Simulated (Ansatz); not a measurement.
The first iterations of a band of BClFH + H2 (6 atoms, charge 0, multiplicity 1).

Level of theory: RKS r2SCAN/def2-SVP (Ansatz).

```
movable images  : 5
climbing image  : yes
spring          : 5.0 eV/Å²
optimiser       : quadratic models (default)
start path      : through a guess of the saddle point
force threshold : 0.2 eV/Å
iteration limit : 60
end points      : relaxed
```

Initial state:

```xyz
6
Properties=species:S:1:pos:R:3
B 0.014 -0.487 -0.029
F 0.037 -0.898 1.221
Cl 1.516 -0.449 -0.933
H -1.022 -0.158 -0.540
H 0.472 2.351 0.789
H 0.131 2.106 1.421
```

Final state:

```xyz
6
Properties=species:S:1:pos:R:3
B -0.055 0.597 -0.267
F -0.074 0.336 1.729
Cl 1.598 -0.088 -0.486
H -0.972 -0.136 -0.516
H -0.135 1.794 -0.255
H 0.787 -0.038 1.725
```

| iteration | highest image above the first end (eV) | largest band force component (eV/Å) |
| --- | --- | --- |
| 1 | 5.383 | 37.318 |
| 2 | 1.988 | 2.451 |
| 3 | 1.715 | 3.697 |

Q: Does the band converge within its limit, and where does its top end?

A: The run converged. It ended after 10 iterations with the highest image 1.823 eV above the first end. The threshold of 0.2 eV/Å is loose, so the images may lie well off the minimum-energy path. Neighbouring images differ by up to 1.3 eV, so the band resolves the path poorly. Another band between the same ends (5 images) ends at a top of the same energy, where a vibrational analysis finds 1 clearly imaginary mode. The orbitals stay closed-shell, which can raise the energy where a bond breaks towards radicals; this wasn't checked here.

Run time: 2.2 min on 1 thread of Arm Neoverse V1 (shared host), peak memory 0.11 GiB.
